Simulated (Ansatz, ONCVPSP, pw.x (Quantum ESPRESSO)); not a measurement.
What a changed setting does to a pw.x run (bcc Li)

Potential: optimised norm-conserving Vanderbilt (ONCV), ONCVPSP 4.0.1.1 (patched build), LDA (Perdew-Wang 92); core [He], reference 2s1; waves: 2s: rc 2.54 bohr, ncon 4, nbas 8, qcut 3 1/bohr, 2 projectors, debl 0.6 Ha; p scattering state at 0.43 Ha: rc 2.08 bohr, ncon 4, nbas 9, qcut 3.9 1/bohr, 2 projectors, debl 1.8 Ha; d scattering state at 0.11 Ha: rc 2.00 bohr, ncon 3, nbas 6, qcut 4.9 1/bohr, 2 projectors, debl 1.8 Ha; local part: polynomial inside 1.40 bohr (lpopt 5, dvloc0 2 Ha); core correction: Teter function fitted to the true core (icmod 2), fcfact 0.65.

The reference run (k-mesh 14³, cutoffs 50/200 Ry, Fermi–Dirac 0.01 Ry, mixing_beta 0.4, conv_thr 1e-9, no spin) gives -0.20 GPa at 19.087 Å³/atom, where all-electron LAPW gives -0.02 GPa. This run, with its own iteration cap, changes smearing to gauss.

```
&control
  calculation='scf', prefix='x', pseudo_dir='./', outdir='./tmp', tstress=.true., disk_io='none'
/
&system
  ibrav=0, nat=1, ntyp=1, ecutwfc=50, ecutrho=200, nbnd=7,
  occupations='smearing', smearing='gauss', degauss=0.01
/
&electrons
  conv_thr=1e-09, mixing_beta=0.4, electron_maxstep=60
/
ATOMIC_SPECIES
Li 1.0 Li.UPF
CELL_PARAMETERS angstrom
  -1.68354952 1.68354952 1.68354952
  1.68354952 -1.68354952 1.68354952
  1.68354952 1.68354952 -1.68354952
ATOMIC_POSITIONS crystal
Li 0.0000 0.0000 0.0000
K_POINTS automatic
14 14 14 0 0 0
```

```bash
pw.x < Li.scf.in > Li.scf.out
```

Problem. How does the run end?

Solution. It converges in 4 iterations; the free energy moves by +13.4 meV/atom and the pressure by -0.01 GPa. Gaussian smearing of the same width is narrower in effect than Fermi–Dirac, so its quadratic term in F is smaller.

```
Message from routine setup:
     using ibrav=0 with symmetry is DISCOURAGED, use correct ibrav instead
     lattice parameter (alat)  =       5.5104  a.u.
     unit-cell volume          =     128.8055 (a.u.)^3
     number of electrons       =         1.00
     number of Kohn-Sham states=            7
     kinetic-energy cutoff     =      50.0000  Ry
     charge density cutoff     =     200.0000  Ry
     scf convergence threshold =      1.0E-09
     Exchange-correlation= SLA  PW   NOGX NOGC
     number of k points=   104  Gaussian smearing, width (Ry)=  0.0100
     iteration #  1     ecut=    50.00 Ry     beta= 0.40
     total energy              =      -0.68295419 Ry
     estimated scf accuracy    <       0.00019403 Ry
     iteration #  2     ecut=    50.00 Ry     beta= 0.40
     total energy              =      -0.68294378 Ry
     estimated scf accuracy    <       0.00006953 Ry
     iteration #  3     ecut=    50.00 Ry     beta= 0.40
     total energy              =      -0.68294393 Ry
     estimated scf accuracy    <          1.8E-09 Ry
     iteration #  4     ecut=    50.00 Ry     beta= 0.40
     the Fermi energy is     0.5357 ev
!    total energy              =      -0.68294394 Ry
     estimated scf accuracy    <          2.2E-10 Ry
     smearing contrib. (-TS)   =      -0.00041163 Ry
     The total energy is F=E-TS. E is the sum of the following terms:
     one-electron contribution =       0.43230051 Ry
     hartree contribution      =       0.00102377 Ry
     xc contribution           =      -0.54391040 Ry
     ewald contribution        =      -0.57194618 Ry
     convergence has been achieved in   4 iterations
          total   stress  (Ry/bohr**3)                   (kbar)     P=       -2.13
     Message from routine punch:
     Nothing written, as per user request (disk_io='none')
```

The run took about 4.8 s on one core of a shared host (Neoverse-V1, 32 threads, 247 GiB, load 21).
